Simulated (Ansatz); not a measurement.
A calculation with Ansatz (development build ahead of 0.2.0).

```yaml
crystal:
  periodic: [false, false, false]
  atoms:
    - { symbol: O, position_ang: [0.0, 0.0, 0.0] }
    - { symbol: H, position_ang: [-0.24574, 0.93008, 0.0] }
    - { symbol: H, position_ang: [0.962, 0.0, 0.0] }
    - { symbol: O, position_ang: [2.93, 0.0, 0.0] }
    - { symbol: H, position_ang: [3.48156, 0.20075, 0.76218] }
    - { symbol: H, position_ang: [3.48443, 0.2018, -0.76614] }
basis:
  gaussian: { orbitals: def2-SVP }
hamiltonian:
  xc: hf
```

The input is written out in the form of the current development build from the run's settings.

The run gave:

```yaml
Converged: yes
Total_energy: -151.92963 hartree
Spin_squared_of_the_determinant: 0.000
```
